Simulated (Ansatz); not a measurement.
## Relative stability

Two relaxed structures of CH₆AlSi (charge +1), singlet (PBE0-D4/def2-TZVP; forces vanish, vibrations not checked).

A:

```
atom    x (Å)    y (Å)    z (Å)
  C1  -0.6900   1.1613  -0.9666
 Al2   1.2635  -1.1123   1.6072
 Si3  -0.3161  -0.4918  -0.2740
  H4  -0.4600   1.1442  -2.0412
  H5  -1.7737   1.3299  -0.9015
  H6  -0.1589   1.9836  -0.4900
  H7   2.7102  -1.4007   1.0771
  H8  -1.1025  -1.5318  -0.9915
  H9   0.5397  -1.1041   2.9976
```

B:

```xyz
9
angstrom
C -0.8665 1.5450 -1.2212
Al -0.0972 0.1754 -0.1372
Si 0.8935 -1.5927 1.2593
H -0.6055 1.3933 -2.2735
H -1.9575 1.5379 -1.1315
H -0.5008 2.5297 -0.9130
H 2.3505 -1.4895 1.0191
H 0.2931 -2.8488 0.7561
H 0.4905 -1.2503 2.6419
```

Program: Ansatz 0.2.0. Basis: def2-TZVPP. Cores are frozen in the correlated methods. B3LYP uses VWN-RPA correlation.

Which structure is lower at CCSD(T), and by how much? (To be estimated.)

The calculation gives: B, by 23.61 kcal/mol (electronic energy, against the other). By their contacts, A is CH₆AlSi ([CH3][SiH][AlH2]), total charge +1 and B is CH₆AlSi ([CH3][Al][SiH3]), total charge +1.

All methods give the same order:

```
   method  E(B) − E(A) (kcal/mol)
   PBE-D4                  -25.00
r2SCAN-D4                  -24.85
  PBE0-D4                  -24.79
 B3LYP-D4                  -23.27
  wB97M-V                  -23.40
       HF                  -19.62
      MP2                  -24.36
     CCSD                  -22.98
  CCSD(T)                  -23.61
```

No T1 diagnostic of these runs exceeds 0.013.

Labels in which every atom is bracketed show which atoms are joined, not bond orders.

For scale, one of the runs: CCSD(T)/def2-TZVPP, 199 basis functions, launched by `ansatz run in.yaml --threads 2 --pin off --events-out ev --progress --plain --max-ram 4352MiB`. The run took 35 s on 2 CPU threads of an Arm Neoverse V2 (shared host), with 2.1 GiB of host memory at its peak.
